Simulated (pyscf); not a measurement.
`[CH2]=[Si][CH3]` [doublet] + `[ClH]` → `[CH3][Si]([CH3])[Cl]` [doublet] (addition across a multiple bond or ene-type step; doublet surface; Cl–H broken, C–H, Cl–Si formed). PySCF, gas phase, ωB97X-D3(BJ)/def2-SVP geometries. Energies in kcal/mol from the separated reactants.

| level | barrier | reaction energy |
|---|---|---|
| ωB97X-D3(BJ)/def2-TZVP | ___ | -84.3 |
| r²SCAN/def2-TZVP | ___ | ___ |
| B3LYP-D3(BJ)/def2-TZVP | -3.7 | -77.8 |
| PBE0-D3(BJ)/def2-TZVP | -4.3 | -81.0 |
| M06-2X/def2-TZVP | -0.4 | -79.5 |
| ωB97M-D3(BJ)/def2-TZVP | -1.8 | -78.8 |

### Question
Fill in the missing entries.

### Answer

- ωB97X-D3(BJ)/def2-TZVP, barrier: -3.0
- r²SCAN/def2-TZVP, barrier: -3.5
- r²SCAN/def2-TZVP, reaction energy: -79.2

On the reactant side the descent ends in a complex, 6.3 kcal/mol under the separated species and 3.3 kcal/mol under the saddle at ωB97X-D3(BJ)/def2-TZVP. At ωB97X-D3(BJ)/def2-TZVP, r²SCAN, B3LYP-D3(BJ), PBE0-D3(BJ), M06-2X, ωB97M-D3(BJ) the saddle lies under the separated reactants, which points to a path from their complex (located at ωB97X-D3(BJ) alone). This saddle turned up in a search for another step; its sides and bond changes are read from the two ends of the descent. [H₂C=Si–CH₃]• lies 8.8 kcal/mol over its isomer H₂C=CH–SiH₂• (electronic energy, ωB97M-D3(BJ)/def2-TZVP). This is the saddle that the search found; another between the same sides may lie lower.
